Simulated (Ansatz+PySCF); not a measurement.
## doublet CH₃: levels of theory in one basis

```xyz
4

C     0.0000    0.0000    0.0002
H     0.0000    1.0804   -0.0004
H     0.9357   -0.5402   -0.0004
H    -0.9357   -0.5402   -0.0004
```

Basis set: cc-pVTZ (spherical functions). Frozen core: 1 orbital. Correlation on ROHF uses semicanonical orbitals with singles. Charge 0, multiplicity 2.

Computed with Ansatz (development build ahead of 0.2.0); each method stands on the lowest determinant of its kind that the runs found.

```csv
method,E − E(ROHF) (eV),<S²> of the determinant
ROHF,0.00,0.75
UHF,-0.12,0.76
ROHF-MP2,-4.44,–
UHF-MP2,-4.43,0.76
```

(1) Is a single determinant a sound starting point here?

Results:

(1) By this sign, yes. Unrestricted orbitals gain 0.12 eV and <S²> is 0.76 against 0.75 for a pure state.
